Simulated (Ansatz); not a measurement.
**AlH₃O (singlet): wave-function methods side by side at distance Al1–O2 = 2.045 Å, cc-pVDZ**

Aim: climb from Hartree-Fock through coupled cluster and multireference methods for AlH₃O (singlet) at one geometry and basis, and see what each rung misses.

Program: Ansatz 0.2.0, Gaussian basis. Level of theory: cc-pVDZ, core rule «outside noble gas», up to 6 orbitals frozen. These are calculated values, not measurements.

Plan: UHF; CCSD(T) on RHF; BCCD(T) on RHF; CISD; CCSDT(Q) on RHF; CASSCF and MRCISD+Q, 2 electrons in 2 orbitals; CASSCF and NEVPT2, 2 electrons in 2 orbitals.

23 further runs of the same task are left out: 2 for a mislabelled method, 10 for a known fault of the program, 7 that didn't finish, 4 set aside as unsound or not needed.

### 1 The system

The geometry derives from a PBE0/def2-TZVP stationary point (not a proven minimum). One bond is set to the value named and the two fragments are kept rigid.

5 atoms, charge 0, spin multiplicity 1.

Atoms are counted from 1 here; the program's logs count them from 0.

Bond lengths: Al1–O2 2.045 Å, Al1–H3 1.581 Å, Al1–H4 1.581 Å, O2–H5 0.944 Å. Angles: O2–Al1–H3 118.7°, O2–Al1–H4 118.7°, H3–Al1–H4 122.6°, Al1–O2–H5 180.0°.

### 2 UHF

in.yaml reads:

```yaml
crystal:
  periodic: [false, false, false]
  atoms:
    - {symbol: Al, position_ang: [0.000000, 0.000000, 0.743394]}
    - {symbol: O, position_ang: [0.000000, 0.000000, -1.301606]}
    - {symbol: H, position_ang: [0.000000, 1.386849, 1.503405]}
    - {symbol: H, position_ang: [0.000000, -1.386849, 1.503405]}
    - {symbol: H, position_ang: [0.000000, 0.000000, -2.245831]}
basis:
  gaussian: {orbitals: cc-pVDZ}
magnetization: {spin_polarized: true, initial_magnetization: 0}
hamiltonian: {xc: hf}
output: {orbitals: {seedname: orbitals}}
```

Command:

```console
ansatz run in.yaml --threads 1 --pin off --events-out ev --progress --plain --max-ram 2393MiB
```

Further steps of the session: CCSD(T) on RHF; BCCD(T) on RHF; CISD; CCSDT(Q) on RHF; CASSCF and MRCISD+Q, 2 electrons in 2 orbitals; CASSCF and NEVPT2, 2 electrons in 2 orbitals.

Before running them: what should the planned runs give, taken together? Wanted: RCCSDT(Q) below the RHF energy; RMP2 from RCCSDT(Q); RCCSD from RCCSDT(Q); RCCSD(T) from RCCSDT(Q); T1 diagnostic.

As calculated:

| quantity | value |
| --- | --- |
| RCCSDT(Q) below the RHF energy | -7.9175 eV |
| RMP2 from RCCSDT(Q) | +17.42 kcal/mol |
| RCCSD from RCCSDT(Q) | +4.49 kcal/mol |
| RCCSD(T) from RCCSDT(Q) | +0.89 kcal/mol |
| levels within 1 kcal/mol (43 meV) | RCCSD(T), BCCD(T), RCCSDT |
| T1 diagnostic | 0.020 |

In words: RCCSD(T) misses by +0.89 kcal/mol, 0.5 % of the correlation energy. These misses are within one basis, not against nature.
